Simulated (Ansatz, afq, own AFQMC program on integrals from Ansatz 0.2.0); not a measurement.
**AlH, triplet → AlH⁺, quartet, worked out**

```yaml
atoms:
  - { symbol: Al, position_ang: [0.0000, 0.0000, 0.0000] }
  - { symbol: H, position_ang: [0.0000, 0.0000, 1.6045] }
```

Both states at this geometry.

Basis cc-pVTZ. Only valence electrons are correlated. Ansatz 0.2.0 and our own AFQMC program on the same integrals; the CISD trial comes from CCSD amplitudes, and released means the phaseless constraint is let go. Error bars are statistical, one sigma.

Total energies in eV. CBS is CCSD(T) at the limit of def2-TZVPP/QZVPP (extrapolated itself); the highest rung of each member is named.

Cautions: AlH (triplet): another spin lies lower; AlH⁺ (quartet): lower spins were not checked; this needn't be the first ionization; core correlation is missing, and it shifts such a gap most where an s electron is promoted.

```json
{"member": "AlH⁺, quartet", "count": "+1", "CCSD(T)/cc-pVTZ": "-6585.6824", "highest rung in cc-pVTZ": "-6585.6830", "which": "FCI", "CCSD(T)/CBS": "-6585.8521"}
{"member": "AlH, triplet", "count": "-1", "CCSD(T)/cc-pVTZ": "-6598.1246", "highest rung in cc-pVTZ": "-6598.1408", "which": "FCI", "CCSD(T)/CBS": "-6598.3444"}
```

Question: Work out the best estimate of the vertical ionization energy: the CCSD(T)/CBS difference plus the step from CCSD(T) to the highest rung.

Answer: Sums with the counts: CCSD(T)/CBS 12.4923 eV, highest rung 12.4578 eV, CCSD(T)/cc-pVTZ 12.4422 eV. The step is 12.4578 − 12.4422 = 0.0156 eV, so the best estimate is 12.4923 + (0.0156) = 12.5079 eV. The basis set is worth 0.050 eV of it. Zero-point, core-correlation and spin–orbit terms aren't in it. Past Ne the Hartree–Fock part of each CBS total tends to overshoot, since the cores don't follow the formula; that largely cancels in the difference.

Best estimates are given only where the step beyond CCSD(T) is under 0.3 eV and no member's determinant is very poor (T1 over 0.05, or 0.07 for open shells, ⟨S²⟩ too high by 0.3, two states mixed), so the hardest cases are missing from such tables.

Each member of a difference takes its own highest rung, so a best estimate needn't equal the limit plus the step of one row.
